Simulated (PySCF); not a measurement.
C2H7N, SMILES C(C)N (connectivity only; charge and spin as stated), charge +1, multiplicity 2. Atoms are numbered in the order given.

```xyz
10

C     -0.2256     1.2591     0.0000
C      0.5304    -0.0482     0.0000
N     -0.2749    -1.2081     0.0000
H      0.4863     2.0826     0.0000
H     -0.8498     1.3547    -0.8895
H     -0.8498     1.3547     0.8895
H      1.2324    -0.1528     0.8553
H      1.2324    -0.1528    -0.8553
H      0.1377    -2.1403     0.0000
H     -1.2936    -1.1548     0.0000
```
Charge +1, spin multiplicity 2.

Coordinates come from a B3LYP-D3(BJ)/def2-TZVP optimisation. The multiplicity is an assumed one; other spin states were not compared. One conformer was computed; it need not be the lowest.

Two levels are set side by side: PBE/pcH-1 (PySCF) and PBE0/pcH-1 (PySCF). Contact hyperfine couplings, same geometry. Differences are taken from unrounded values.

```csv
quantity,PBE0
"A(iso) of 13C, atom C1 (MHz)",-2.4
"A(iso) of 13C, atom C2 (MHz)",-38.1
"A(iso) of 14N, atom N3 (MHz)",38.9
"A(iso) of 1H, atom H4 (MHz)",-3.5
"A(iso) of 1H, atom H5 (MHz)",10.7
"A(iso) of 1H, atom H6 (MHz)",10.7
"A(iso) of 1H, atom H7 (MHz)",253.8
"A(iso) of 1H, atom H8 (MHz)",253.8
"A(iso) of 1H, atom H9 (MHz)",-65.7
"A(iso) of 1H, atom H10 (MHz)",-67.9
```

### Question
What does PBE give, and how far is it from PBE0? (Estimate from the structure and the level; the computed values follow.)

### Answer

```json
[
 {"quantity": "A(iso) of 13C, atom C1 (MHz)", "PBE": "-3.7", "PBE minus PBE0": "-1.3"},
 {"quantity": "A(iso) of 13C, atom C2 (MHz)", "PBE": "-33.1", "PBE minus PBE0": "5.1"},
 {"quantity": "A(iso) of 14N, atom N3 (MHz)", "PBE": "26.1", "PBE minus PBE0": "-12.8"},
 {"quantity": "A(iso) of 1H, atom H4 (MHz)", "PBE": "-3.1", "PBE minus PBE0": "0.4"},
 {"quantity": "A(iso) of 1H, atom H5 (MHz)", "PBE": "24.3", "PBE minus PBE0": "13.6"},
 {"quantity": "A(iso) of 1H, atom H6 (MHz)", "PBE": "24.3", "PBE minus PBE0": "13.6"},
 {"quantity": "A(iso) of 1H, atom H7 (MHz)", "PBE": "283.4", "PBE minus PBE0": "29.6"},
 {"quantity": "A(iso) of 1H, atom H8 (MHz)", "PBE": "283.4", "PBE minus PBE0": "29.6"},
 {"quantity": "A(iso) of 1H, atom H9 (MHz)", "PBE": "-51.6", "PBE minus PBE0": "14.1"},
 {"quantity": "A(iso) of 1H, atom H10 (MHz)", "PBE": "-54.0", "PBE minus PBE0": "13.9"}
]
```

Rough cost on one machine, each run with all the roots and properties that it gave: PBE0 against PBE within a factor of 2.
